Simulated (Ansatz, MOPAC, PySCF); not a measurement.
Process, species as SMILES: C=CC + 3 [H][H] (H2) → 3 C (CH4)

Wanted: energy of full hydrogenation (enthalpy at 298 K), in kcal/mol. Set-up: spin-orbit terms left out; no dispersion term unless named; non-relativistic. First-principles rows: single points at B3LYP-D3(BJ) geometries (Ansatz, a first-principles code), with unscaled harmonic terms from B3LYP/6-31G* at its own minima. Semi-empirical rows: MOPAC heats of formation at their own minima for 298 K.

| species | coefficient | E at HF/3-21G (Ansatz), Eh | E at M06-2X/def2-TZVPD (PySCF), Eh | H(298 K) - E, kcal/mol | heat of formation at MNDO (MOPAC), kcal/mol |
|---|---|---|---|---|---|
| C=CC | -1 | -116.42342 | -117.88431 | 53.39 | 4.95 |
| [H][H] (H2) | -3 | -1.12290 | -1.16852 | 8.44 | 0.72 |
| C (CH4) | +3 | -39.97677 | -40.50048 | 30.76 | -11.96 |

Measured values: Active Thermochemical Tables 1.112 (ions: stationary electron), as tabulated in the package chemicals; they hold spin-orbit and core effects, anharmonicity.  Value to compare with, the measured value: -58.3 kcal/mol. 1 Eh = 627.5095 kcal/mol.

Problem. Compute it at each level from the table, and compare with the measured value.

Solution. 
- HF/3-21G: the sum of coefficient times E is -0.13819 Eh, or -86.72 kcal/mol; the thermal terms add 13.57. Result: -73.1 kcal/mol. Its error against the measured value is -14.8 kcal/mol.
- M06-2X/def2-TZVPD: the sum of coefficient times E is -0.11157 Eh, or -70.01 kcal/mol; the thermal terms add 13.57. Result: -56.4 kcal/mol. Its error against the measured value is 1.9 kcal/mol.
- MNDO: the sum of coefficient times heat of formation is -42.99 kcal/mol; it needs no thermal term. Its error against the measured value is 15.3 kcal/mol.
